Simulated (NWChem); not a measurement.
## Correlation energy of diphosphorus (P₂)

SMILES: P#P
```xyz
2

P      0.0000     0.0000     0.9455
P      0.0000     0.0000    -0.9455
```
Charge 0, spin multiplicity 1.

Program: NWChem. Structure: optimised with PBE0/def2-SVP, a minimum by its harmonic frequencies.

Basis set: def2-TZVP. Each correlation energy counts from its own Hartree-Fock reference.

The correlated methods keep 10 core orbitals frozen. No row is a measurement; the coupled-cluster row has its own basis-set and correlation limits.

Problem. One of these methods gave a correlation energy of -308.2 mHa. Which?
A. CCSD+T(CCSD)
B. CR-CCSD(T)
C. MP2
D. CCSD

Solution. B, CR-CCSD(T). The others give -314.0 (CCSD+T(CCSD)), -274.1 (MP2), -292.1 (CCSD).
